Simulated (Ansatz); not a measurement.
# Relaxing TlBr3

Method: DFT r2SCAN, scalar-relativistic, plane waves, PAW in Ansatz 0.2.0. Cutoff 500 eV, Γ-centred k mesh, Gaussian smearing, no spin polarisation in the final step.

A relaxed cell is given with its space group left out.

```xyz
4
Lattice="4.9552 0.0000 0.0000 0.0000 4.9552 0.0000 0.0000 0.0000 4.9552" Properties=species:S:1:pos:R:3 pbc="T T T"
Tl    0.0000    0.0000    0.0000
Br    0.0000    2.4776    2.4776
Br    2.4776    0.0000    2.4776
Br    2.4776    2.4776    0.0000
```

Formation energies are uncorrected and refer to the elements' standard structures at the same level.

**Question.** What space group does it have?

**Answer.** Pm-3m (No. 221). Conventional cell: a = 4.955 Å. Tl is coordinated by 12 Br at 3.50 Å; Br has 4 Tl at 3.50 Å and 8 Br at 3.50 Å.

**Question.** What is its formation energy per atom?

**Answer.** -0.09 eV/atom.

**Question.** Is it a metal?

**Answer.** Yes, bands cross the Fermi level on the 10×10×10 mesh.

The final run used a 10×10×10 mesh on its 4-atom cell and 0.10 eV smearing. For metals, differences of a few meV/atom aren't resolved. Spin–orbit coupling is left out. The cell came from a trial start, so TlBr3 may not exist in this structure.

Cost: 3 runs of about 3.2 core-minutes in all, on Arm Neoverse V2 (shared hosts).